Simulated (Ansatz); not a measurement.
Crystal: W$_{2}$O$_{3}$, cubic X2O3 (oxygen-deficient fluorite) type, 10 atoms in the cell.

Space group Pn-3m, simple cubic cell, positions in fractions of the edge: W (0.25 0.25 0.25), (0.75 0.75 0.25), (0.75 0.25 0.75), (0.25 0.75 0.75); O (0.5 0 0), (0 0.5 0), (0 0 0.5), (0.5 0.5 0), (0.5 0 0.5), (0 0.5 0.5).

Method: Ansatz, PBE, plane waves, PAW datasets (earlier set, tuned by hand).

Cutoff 930 eV; k-mesh 12×12×12 Γ-centred; Fermi–Dirac smearing of 0.0612 eV; no spin polarisation; no spin–orbit coupling.

```
V (Å³/atom)   a (Å)  E − E(min) (meV/atom)  P (GPa)
     10.741  4.7536                  38.17    18.87
     10.970  4.7870                  16.34    11.88
     11.198  4.8201                   3.94     5.62
     11.427  4.8526                   0.00     0.02
     11.655  4.8848                   3.62    -5.00
     11.884  4.9165                  14.02    -9.49
     12.113  4.9478                  30.49   -13.51
```

**Question.** Fit a third-order Birch–Murnaghan equation of state to the energies.

**Answer.** V₀ = 11.428 Å³/atom (a₀ = 4.853 Å), B₀ = 265 GPa, B₀′ = 4.52.

The published all-electron PBE values for this crystal (mean of FLEUR and WIEN2k, k-spacing 0.06 Å⁻¹; Bosoni et al., Nat. Rev. Phys. 6, 45 (2024)) are V₀ = 11.427 Å³/atom, B₀ = 265.4 GPa, B₀′ = 4.51. This run's mesh is coarser (spacing 0.11 Å⁻¹), so part of any difference comes from k-sampling.

The stress includes the program's correction for the finite plane-wave basis.

This cubic structure is a model: it isn't the usual form of the substance at ambient conditions, and such phases are metastable or hypothetical. The k-mesh is modest, so these values aren't fully converged in k. Spin polarisation is left out, and a magnetic state may lie lower.
